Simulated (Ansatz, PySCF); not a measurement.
This Ansatz (a program for electronic structure) input computes a B3LYP/def2-TZVPD energy:

Ansatz 0.2 input:
```yaml
crystal:
  periodic: [false, false, false]
  atoms:
    - {symbol: F, position_ang: [0.03923562, 1.10057360, -0.27954166]}
    - {symbol: O, position_ang: [-0.01962367, 0.00815420, 0.59730772]}
    - {symbol: F, position_ang: [-0.02179237, -1.10782178, -0.25139853]}
basis:
  gaussian:
    orbitals: def2-TZVPD
hamiltonian:
  xc: {name: B3LYP}
output: {forces: true}
```

Question: Write an input for the same energy in PySCF and say what it gives.

Answer: 
```python
from pyscf import gto, scf, dft

mol = gto.M(
    atom='''
    F     0.03923562    1.10057360   -0.27954166
    O    -0.01962367    0.00815420    0.59730772
    F    -0.02179237   -1.10782178   -0.25139853
    ''',
    basis='def2-tzvpd',
    charge=0,
    spin=0,
    verbose=4,
)

mf = dft.RKS(mol, xc='b3lyp').density_fit(auxbasis='def2-universal-jkfit')
mf.grids.level = 3
mf.conv_tol = 1e-9
mf.max_cycle = 100
mf.max_memory = 1500
mf.kernel()
if not mf.converged:
    mf = mf.newton()
    mf.kernel(mf.make_rdm1())
mf.analyze()
```
It gives -274.78757 Eh, and Ansatz -274.78752 Eh, a difference of 0.05 mEh, from the treatment of integrals and grids.
